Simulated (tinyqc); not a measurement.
CIS and TDHF on RHF in the sto-3g basis, for H2O, spin multiplicity 1, step by step. One step of it, computed by the program tinyqc.

Question. CIS singlet states. Diagonalise A (1 hartree = 27.211386 eV); each vector has its largest component positive (the first on a tie). The transition dipole is mu = sqrt2 sum c_ia <i|r|a>.

CIS matrix A, singlet (hartree), lower triangle:
```
           1>6        1>7       2>6        2>7       3>6       3>7       4>6       4>7
1>6  20.011299
1>7   0.000000  20.048882
2>6   0.028104   0.000000  1.284583
2>7   0.000000   0.046526  0.000000   1.316762
3>6   0.000000  -0.001302  0.000000  -0.024647  0.617785
3>7  -0.019178   0.000000  0.050920   0.000000  0.000000  0.859131
4>6  -0.022183   0.000000  0.071069   0.000000  0.000000  0.141833  0.571705
4>7   0.000000  -0.026214  0.000000  -0.016319  0.046156  0.000000  0.000000  0.586001
5>6   0.000000   0.000000  0.000000   0.000000  0.000000  0.000000  0.000000  0.000000
5>7   0.000000   0.000000  0.000000   0.000000  0.000000  0.000000  0.000000  0.000000

          5>6       5>7
5>6  0.357645
5>7  0.000000  0.409892
```

dipole integrals <i|r|a> (bohr):
```
            x          y          z
1>6  0.000000   0.000000   0.045749
1>7  0.000000   0.054335   0.000000
2>6  0.000000   0.000000  -0.052521
2>7  0.000000  -0.072169   0.000000
3>6  0.000000  -0.892053   0.000000
3>7  0.000000   0.000000  -0.722704
4>6  0.000000   0.000000  -0.622024
4>7  0.000000  -0.784036   0.000000
5>6  0.068509   0.000000   0.000000
5>7  0.000000   0.000000   0.000000
```

Give: singlet excitation energies; lowest vectors; oscillator strengths 2/3 w |mu|^2.

Answer.

singlet excitation energies (eV): 9.7320  11.1537  13.8957  15.0494  17.6708  24.5746  35.4177  35.8633  544.5375  545.5620

lowest vectors:
```
     state 1  state 2  state 3  state 4  state 5  state 6
1>6   0.0000   0.0000   0.0008   0.0000   0.0000   0.0016
1>7   0.0000   0.0000   0.0000   0.0011   0.0007   0.0000
2>6   0.0000   0.0000  -0.0610   0.0000   0.0000  -0.1881
2>7   0.0000   0.0000   0.0000  -0.0014   0.0442   0.0000
3>6   0.0000   0.0000   0.0000  -0.5809   0.8131   0.0000
3>7   0.0000   0.0000  -0.3686   0.0000   0.0000   0.9169
4>6   0.0000   0.0000   0.9276   0.0000   0.0000   0.3520
4>7   0.0000   0.0000   0.0000   0.8140   0.5804   0.0000
5>6   1.0000   0.0000   0.0000   0.0000   0.0000   0.0000
5>7   0.0000   1.0000   0.0000   0.0000   0.0000   0.0000
```

oscillator strengths 2/3 w |mu|^2: 0.0022  0.0000  0.0643  0.0106  1.2129  0.9149
